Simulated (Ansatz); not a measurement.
# LiC+ (triplet): from Hartree-Fock to the top rungs, cc-pVQZ

An exercise on one series of results from a longer session: the logs are not shown, and one member is left open.

The runs use Ansatz 0.2.0, Gaussian basis; cc-pVQZ, core rule «outside noble gas», up to 2 orbitals frozen.

The runs, in order: UHF; CCSD(T) on ROHF; CCSD(T) on UHF; BCCD(T) on ROHF; CCSDT(Q) on ROHF; CCSDT(Q) on UHF.

10 further runs of the same task are left out: 2 for a known fault of the program, 4 that didn't finish, 4 set aside as unsound or not needed. Runs told in other sessions of the task aren't counted.

## The system

The geometry is a PBE0/def2-TZVP stationary point (not a proven minimum) of the parent state, kept for this charge and spin.

2 atoms, charge 1, spin multiplicity 3.

Atoms are counted from 1 here; the program's logs count them from 0.

Bond lengths: C1–Li2 2.292 Å.

Set-up of the first run:

The input, in.yaml:

```yaml
crystal:
  periodic: [false, false, false]
  atoms:
    - {symbol: C, position_ang: [0.000000, 0.000000, 0.000000]}
    - {symbol: Li, position_ang: [0.000000, 0.000000, 2.292400]}
basis:
  gaussian: {orbitals: cc-pVQZ}
total_charge: 1
magnetization: {spin_polarized: true, initial_magnetization: 2}
hamiltonian: {xc: hf}
output: {orbitals: {seedname: orbitals}}
```

The run is started by

```console
$ ansatz run in.yaml --threads 1 --pin off --events-out ev --progress --plain --max-ram 2393MiB
```

Among the steps run: UHF; CCSD(T) on ROHF; CCSD(T) on UHF; BCCD(T) on ROHF; CCSDT(Q) on ROHF; CCSDT(Q) on UHF.

One table of the session follows, with a row left open; its other results are not shown here.

It belongs to the step «Misses and costs». 

| method | from UCCSDT(Q) (kJ/mol) |
| --- | --- |
| ROHF | +255.0 |
| UHF | ? |
| RMP2 | +56.0 |
| UMP2 | +55.9 |
| RCCSD | +7.9 |
| UCCSD | +7.5 |
| RCCSD(T) | +1.5 |
| UCCSD(T) | +1.3 |
| BCCD(T) | +1.5 |
| RCCSDT | +0.3 |
| UCCSDT | +0.1 |
| RCCSDT(Q) | +0.2 |
| UCCSDT(Q) | 0 |

Q: Estimate the row for UHF from the others.

The run gave: from UCCSDT(Q) (kJ/mol): +243.1. In the column «from UCCSDT(Q) (kJ/mol)» it lies between RMP2 (+56.0) and ROHF (+255.0).

Caveats from the session: Restricted and unrestricted rows rest on different reference determinants; a gap between their highest levels can come from leftover correlation error, from unlike frozen cores or from another state.
